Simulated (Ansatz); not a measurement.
Rutile PbO2 was calculated with RPBE (PAW; Ansatz, a program for electronic structure).

Numerical settings: plane-wave cutoff 520 eV, 12×12×16 k mesh (along the axes of the cell as run), Fermi–Dirac smearing 0.05 eV, scalar-relativistic PAW data made under PBE.

Computed points:

| V (Å³/atom) | E − E_lowest (meV/atom) | P (GPa) |
|---|---|---|
| 14.700 | 7.71 | 4.24 |
| 15.006 | 1.83 | 1.96 |
| 15.312 | 0.00 | 0.00 |
| 15.619 | 1.64 | -1.68 |
| 15.925 | 6.25 | -3.09 |

Estimate the bulk modulus from the pressures at 15.006 and 15.619 Å³/atom, and compare it with a fit to all energies.

B = −V dP/dV. Between V = 15.006 and 15.619 Å³/atom, dP/dV = (-1.68 − (1.96))/(15.619 − 15.006) = -5.94 GPa per Å³/atom; at the midpoint 15.312 Å³/atom this gives B ≈ 90.9 GPa. The third-order Birch–Murnaghan fit gives V0 = 15.313 Å³/atom, B0 = 90.6 GPa, B′ = 6.8, which lies within 1 % of that estimate.

Shape and atoms are relaxed at each volume.

Note: the cell is over a tenth larger than the published one: the level's own overestimate first of all, though another phase or state, or a fault of the published cell, is possible; the bulk modulus comes from volumes at which shape and atoms were relaxed.

Spin–orbit coupling is not included; it can shift volumes and moduli of such heavy elements.

Computed values are for the static lattice.
